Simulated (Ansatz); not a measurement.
Tetramethylammonium chloride (C4H12ClN), relaxed as a singlet with RKS PBE-D4/def2-SVP in Ansatz, starting from the GFN2-xTB geometry. Force threshold 0.02 eV/Å.

Start:

```xyz
18

C    -0.925    0.273    1.381
N    -0.119    0.038    0.177
C     1.290   -0.191    0.537
C    -0.184    1.194   -0.732
C    -0.609   -1.145   -0.549
H    -0.558    1.149    1.914
H    -1.968    0.436    1.111
H    -0.867   -0.591    2.042
H     1.375   -1.063    1.182
H     1.835   -0.365   -0.403
H     1.695    0.680    1.046
H    -1.210    1.378   -1.040
H     0.216    2.080   -0.246
H     0.430    0.942   -1.610
H    -1.641   -0.998   -0.858
H    -0.540   -2.029    0.079
H     0.034   -1.265   -1.433
Cl    1.747   -0.522   -2.599
```

| step | energy (eV) | largest force component (eV/Å) | SCF passes |
| --- | --- | --- | --- |
| 1 | -18334.5459 | 0.754 | 18 |
| 2 | -18334.6704 | 0.476 | 19 |
| 3 | -18334.7177 | 0.141 | 20 |
| 4 | -18334.7192 | 0.205 | 20 |
| 5 | -18334.7238 | 0.011 | 20 |

Force components are those of the run's own axes.

End:

```xyz
18

C    -0.938    0.279    1.399
N    -0.119    0.035    0.177
C     1.326   -0.199    0.546
C    -0.186    1.224   -0.752
C    -0.623   -1.179   -0.566
H    -0.550    1.171    1.924
H    -1.990    0.447    1.103
H    -0.872   -0.604    2.062
H     1.377   -1.082    1.209
H     1.863   -0.372   -0.430
H     1.700    0.699    1.072
H    -1.243    1.382   -1.037
H     0.203    2.108   -0.213
H     0.456    0.952   -1.637
H    -1.675   -0.997   -0.854
H    -0.554   -2.052    0.109
H     0.050   -1.284   -1.464
Cl    1.775   -0.528   -2.646
```

By distances, no bond broke or formed. The bond that changes most is N2–C5, from 1.47 to 1.51 Å (atoms count from 1).

No frequencies were taken in this run, so the end may be a saddle point.

Hardware: 4 threads of Arm Neoverse V1 on a shared host. Wall time 7.5 s.
